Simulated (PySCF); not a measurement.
# Borinic Acid (BH3O): geometry, NMR shifts, spin-spin couplings, electronic excitations and core binding energies

Aim: predict the NMR shifts, spin-spin couplings, electronic excitations and core binding energies of Borinic Acid (BH3O) (`BO`).

Computed with PySCF 2.14.0, with density-fitted response routines of our own, on a single molecule in the gas phase. Atoms are numbered from 0 throughout.

## (1) Starting geometry

5 atoms, charge 0, multiplicity 1; geometry from: GFN2-xTB.

Bonds of the start (Å): B0–O1 1.33, B0–H2 1.17, B0–H3 1.18, O1–H4 0.96.

## (2) Geometry optimisation at PBE0-D3(BJ)/def2-SVP

What the job is given:

```
{"job": {"xc": "PBE0", "basis": "def2-SVP", "d3": "d3bj", "grid": 1, "kind": "geom"}, "charge": 0, "multiplicity": 1}
B     -0.417460    -0.007340    -0.005460
O      0.822200    -0.476810    -0.011410
H     -1.266770    -0.814300    -0.003040
H     -0.661750     1.147940    -0.002700
H      1.541020     0.156220    -0.011750
```

On the command line:

```bash
> OMP_NUM_THREADS=1 python probes_run.py task.json out
```

This one command runs all jobs of the session in turn.

**Question.** This job is followed by: GIAO PBE0/pcSseg-1 NMR shielding, non-relativistic, gas phase; B3LYP/pcJ-1 indirect spin-spin coupling, non-relativistic, gas phase; TDDFT wB97X-D/def2-SVPD, vertical, gas phase, core orbitals frozen in the response; GIAO B3LYP/pcSseg-2 NMR shielding, non-relativistic, gas phase; delta-SCF UKS SCAN, pcX-2 on the ionised atom, pcseg-1 elsewhere, spin-free X2C. What will the session give for the following? point group; rotational constants (main isotopes); 1H shifts against TMS (PBE0/pcSseg-1, means over atoms taken as alike); 11B shifts against BF3·OEt2 (PBE0/pcSseg-1); 17O shifts against H2O (PBE0/pcSseg-1); largest coupling of the table (B3LYP/pcJ-1); lowest singlet (wB97X-D/def2-SVPD); brightest single state of those computed; lowest triplet; vertical ionisation energy (ΔSCF); B1s binding energies, SCAN/pcX-2; O1s binding energies, SCAN/pcX-2; range of the shift of O1.

As calculated:

| quantity | value |
| --- | --- |
| point group | Cs |
| rotational constants (main isotopes) | 169.70, 30.74, 26.02 GHz |
| 1H shifts against TMS (PBE0/pcSseg-1, means over atoms taken as alike) | 6.35, 5.23 ppm |
| 11B shifts against BF3·OEt2 (PBE0/pcSseg-1) | 48.6 ppm |
| 17O shifts against H2O (PBE0/pcSseg-1) | 215.7 ppm |
| largest coupling of the table (B3LYP/pcJ-1) | 1J(B,H) B0–H2, 151.4 Hz |
| lowest singlet (wB97X-D/def2-SVPD) | 6.57 eV (189 nm), f = 0.000 |
| brightest single state of those computed | state 9, 10.97 eV, f = 0.160 |
| lowest triplet | 6.01 eV |
| vertical ionisation energy (ΔSCF) | 11.86 eV |
| B1s binding energies, SCAN/pcX-2 | B0 197.34 eV |
| O1s binding energies, SCAN/pcX-2 | O1 539.88 eV |
| range of the shift of O1 | 208.4 to 215.7 ppm |

**Reading.** Over 4 steps the energy fell by 0.051 eV; of the close pairs, B0–H2 changed most, 1.172 to 1.209 Å. At PBE0/pcSseg-1: The widest tensor belongs to O1: span 399 ppm, with a paramagnetic part of -268 ppm. In the run at B3LYP/pcJ-1, the largest coupling of the table is B0–H2 (mean over like pairs), 151.4 Hz, of which the Fermi-contact term gives 151.5 Hz. The lowest singlet, at 6.57 eV, is HOMO→LUMO 0.99 and is dark; of the 10 states computed, the strongest absorption comes from states 5 to 6 together at 9.62 eV. The lowest triplet lies 0.55 eV below the lowest singlet (triplets in Tamm-Dancoff, singlets in full TDDFT). The orbital energy would give 10.82 eV for ionisation, ΔSCF gives 11.86 eV. Across the 2 runs the shift of O1 moves most, between 208.4 (B3LYP/pcSseg-2) and 215.7 ppm (PBE0/pcSseg-1). Most of that comes from the computed reference, not from the atom's own shielding.
